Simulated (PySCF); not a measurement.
Can point charges reproduce the dipole moment of 2-methyloxazole, `c1cnc(C)o1`?

Coordinates (PBE0-D3(BJ)/def2-SVP, Å) and charges (e) from the PBE0/pcSseg-1 density (PySCF):

```json
{"atom": "C1", "x": "-1.788", "y": "0.209", "z": "0.386", "Mulliken": "-0.1803", "IAO": "-0.4374", "Hirshfeld": "-0.1122", "ESP-fitted": "-0.7346"}
{"atom": "C2", "x": "-0.353", "y": "-0.042", "z": "0.129", "Mulliken": "+0.2503", "IAO": "+0.3066", "Hirshfeld": "+0.1355", "ESP-fitted": "+0.7749"}
{"atom": "N3", "x": "0.390", "y": "-1.007", "z": "0.569", "Mulliken": "-0.4153", "IAO": "-0.3303", "Hirshfeld": "-0.2063", "ESP-fitted": "-0.6160"}
{"atom": "C4", "x": "1.639", "y": "-0.766", "z": "0.037", "Mulliken": "-0.0065", "IAO": "-0.1038", "Hirshfeld": "-0.0412", "ESP-fitted": "+0.1201"}
{"atom": "C5", "x": "1.584", "y": "0.362", "z": "-0.716", "Mulliken": "+0.0760", "IAO": "-0.0301", "Hirshfeld": "-0.0066", "ESP-fitted": "-0.2942"}
{"atom": "O6", "x": "0.313", "y": "0.830", "z": "-0.658", "Mulliken": "-0.3758", "IAO": "-0.2521", "Hirshfeld": "-0.0705", "ESP-fitted": "-0.2137"}
{"atom": "H7", "x": "-2.185", "y": "-0.611", "z": "0.995", "Mulliken": "+0.1481", "IAO": "+0.1759", "Hirshfeld": "+0.0601", "ESP-fitted": "+0.2108"}
{"atom": "H8", "x": "-1.933", "y": "1.159", "z": "0.925", "Mulliken": "+0.1446", "IAO": "+0.1633", "Hirshfeld": "+0.0556", "ESP-fitted": "+0.1979"}
{"atom": "H9", "x": "-2.354", "y": "0.271", "z": "-0.556", "Mulliken": "+0.1432", "IAO": "+0.1631", "Hirshfeld": "+0.0553", "ESP-fitted": "+0.1962"}
{"atom": "H10", "x": "2.489", "y": "-1.418", "z": "0.230", "Mulliken": "+0.1039", "IAO": "+0.1684", "Hirshfeld": "+0.0618", "ESP-fitted": "+0.1272"}
{"atom": "H11", "x": "2.296", "y": "0.927", "z": "-1.311", "Mulliken": "+0.1118", "IAO": "+0.1766", "Hirshfeld": "+0.0684", "ESP-fitted": "+0.2314"}
```

Problem. Form Σ q r in debye for every column and set it beside the full dipole.

Solution. The full density gives (-0.01, 1.19, -0.80) D, 1.44 D in size; dipole vectors point from the negative to the positive end.

```json
{"scheme": "Mulliken", "μx": "-1.73", "μy": "0.78", "μz": "-0.01", "size (D)": "1.90", "share of the full size (%)": "132", "angle to the full dipole (°)": "69"}
{"scheme": "IAO", "μx": "-0.05", "μy": "0.67", "μz": "-0.44", "size (D)": "0.80", "share of the full size (%)": "56", "angle to the full dipole (°)": "3"}
{"scheme": "Hirshfeld", "μx": "-0.41", "μy": "0.81", "μz": "-0.43", "size (D)": "1.00", "share of the full size (%)": "70", "angle to the full dipole (°)": "24"}
{"scheme": "ESP-fitted", "μx": "0.03", "μy": "1.18", "μz": "-0.81", "size (D)": "1.43", "share of the full size (%)": "100", "angle to the full dipole (°)": "2"}
```

Problem. Which set comes closest?

Solution. Length of the difference vector: ESP-fitted 0.05 D, IAO 0.64 D, Hirshfeld 0.67 D, Mulliken 1.94 D. Closest: ESP-fitted. 

Problem. What is left for the Hirshfeld atoms' own dipoles?

Solution. The shares of the density sum to the whole, so what Σ q r misses lies in dipoles about the nuclei. The atomic dipoles sum to (-0.01, 1.19, -0.80) − (-0.41, 0.81, -0.43) = (0.40, 0.38, -0.37) D, 0.67 D in size.

Problem. With the origin at the mean of the coordinates, (0.009, -0.008, 0.003) Å, which are the largest single terms, by size, of the Mulliken dipole along the direction of the full one?

Solution. N3 +2.29, O6 -1.92, H11 +0.80, H7 -0.73, H10 -0.66 D; all 11 atoms together +0.67 D. The single terms depend on the origin, their sum doesn't.

Problem. Give the size of the full dipole in other units.

Solution. 1.44 D = 0.565 au = 0.299 e·Å = 4.79 × 10⁻³⁰ C·m.

Isolated species at its PBE0-D3(BJ)/def2-SVP geometry, gas phase.
